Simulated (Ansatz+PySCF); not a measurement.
## doublet HO3: levels of theory in one basis

```tsv
atom	x (Å)	y (Å)	z (Å)
H	0.0000	0.2004	-1.3978
O	0.0000	-0.4761	-0.6989
O	0.0000	0.4658	0.5272
O	0.0000	-0.1901	1.5694
```

Basis set: cc-pVTZ (spherical functions). Frozen core: 3 orbitals. Correlation on ROHF uses semicanonical orbitals with singles. Charge 0, multiplicity 2.

Computed with Ansatz (development build ahead of 0.2.0) and PySCF 2.14.0; each method stands on the lowest determinant of its kind that the runs found.

| method | E − E(ROHF) (eV) | <S²> of the determinant |
| --- | --- | --- |
| ROHF | 0.00 | 0.75 |
| UHF | -0.48 | 1.14 |
| UHF-MP2 | -18.54 | 1.14 |
| UHF-CCSD | -19.63 | 1.14 |
| ROHF-CCSD(T) | -20.57 | – |
| UHF-CCSD(T) | -20.52 | 1.14 |

Task: What does ROHF-MP2 give on the same scale?

Result: -19.27 eV.

The restricted and unrestricted rows may stand on different electronic states: another unrestricted solution lies nearer the restricted one.

Caution for UHF, UHF-MP2, UHF-CCSD, UHF-CCSD(T): the unrestricted determinant is spin contaminated. Caution for ROHF-MP2, ROHF-CCSD(T): large amplitudes, a single reference is doubtful. Caution for ROHF-MP2, UHF-MP2: forces differ strongly between restricted and unrestricted references. Caution for UHF-MP2: MP2 forces lie far from those of the mean fields; another reference gives a lower total.
